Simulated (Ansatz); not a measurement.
A calculation on rock-salt SrO returned zone-centre TO phonon frequency 225 cm⁻¹, elastic constant C11 184 GPa, elastic constant C44 57.2 GPa, Voigt–Reuss–Hill shear modulus 60.9 GPa.

For reference: zone-centre TO phonon frequency 224 cm⁻¹ (measured, temperature not stated, not corrected to a static lattice; as tabulated in Roshan et al. (2021), arXiv:2110.13857); elastic constant C11 175 GPa (measured, temperature not stated, not corrected to a static lattice; as tabulated in Oses et al. (2018), arXiv:1811.08464); elastic constant C44 55.9 GPa (measured, temperature not stated, no zero-point or thermal correction; as tabulated in Oses et al. (2018), arXiv:1811.08464).

Q: Which level of theory produced these numbers?
A. r²SCANh (Ansatz, a program for electronic structure)
B. PBE0 (Ansatz)
C. LC-ωPBE (Ansatz)
D. r²SCAN (Ansatz)

A: C, LC-ωPBE (Ansatz)

The others give: r²SCAN 214 cm⁻¹, 183 GPa, 55.5 GPa, 59.8 GPa; PBE0 209 cm⁻¹, 177 GPa, 57.4 GPa, 59.5 GPa; r²SCANh 218 cm⁻¹, 186 GPa, 56.4 GPa, 60.8 GPa.

Unless a cell is named, each level is at its own relaxed cell (LC-ωPBE 17.10, PBE0 17.10, r²SCAN 17.17, r²SCANh 17.08 Å³/atom).

Ansatz's density-functional and Hartree–Fock values are scalar-relativistic unless marked +SOC, with PAW data made under PBE.
